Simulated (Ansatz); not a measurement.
Input file:

```yaml
crystal:
  periodic: [false, false, false]
  atoms:
    - {symbol: Ge, position_ang: [0.000000, -0.056222, 0.638924]}
    - {symbol: P, position_ang: [0.000000, 0.131641, -1.488929]}
    - {symbol: H, position_ang: [0.000000, 1.272055, 1.463066]}
    - {symbol: H, position_ang: [0.000000, -1.265559, -1.754446]}
basis:
  gaussian: {orbitals: def2-TZVPP, point_charges: [{charge: -1.00, position_ang: [3.924, -0.894, 0.931]}]}
magnetization: {spin_polarized: false, initial_magnetization: 1}
correlation: {method: ccsdtq, electrons: all}
```

```sh
$ ansatz run in.yaml --threads 1 --pin off --events-out ev --progress --plain --max-ram 2393MiB
```

How does this run end?

Out of memory. The input was made wrong on purpose (too large for memory), so the run isn't a sound calculation of what was asked.
```
1441 factors; integrals over basis functions are off by at most 1.8e-7 eV
mean field evaluation 1: about -65774.8615 eV, gradient 1.5e1 eV
mean field evaluation 2: about -65774.8648 eV, gradient 1.5e1 eV
mean field evaluation 4: about -65776.0680 eV, gradient 2.8e0 eV
mean field evaluation 8: about -65776.1689 eV, gradient 3.0e-1 eV
mean field evaluation 16: about -65775.4722 eV, gradient 1.3e1 eV
mean field evaluation 32: about -65775.4252 eV, gradient 4.4e0 eV
mean field evaluation 64: about -65775.5196 eV, gradient 2.5e0 eV
mean field evaluation 96: about -65775.6298 eV, gradient 1.4e0 eV
mean field -65776.17189358 eV, -2417.2297323983 hartree, gradient 7.2e-6 eV, S^2 0.750000; 4 other end points of the search recorded, 0 dependent functions left out
mean field evaluation 128: about -65776.3032 eV, gradient 1.5e-1 eV
mean field evaluation 160: about -65776.2911 eV, gradient 7.9e-2 eV
mean field evaluation 192: about -65776.2921 eV, gradient 4.0e-2 eV
reference -65776.17189358 eV, -2417.2297323983 hartree; 25, 24 occupied and 93, 94 virtual orbitals, 1441 factors
second order -18.71495401 eV of doubles, -0.05680945 eV of singles
Error: the tensor DIRECTION4 is too large, counted in double precision, for the memory of any host
refused for memory
```
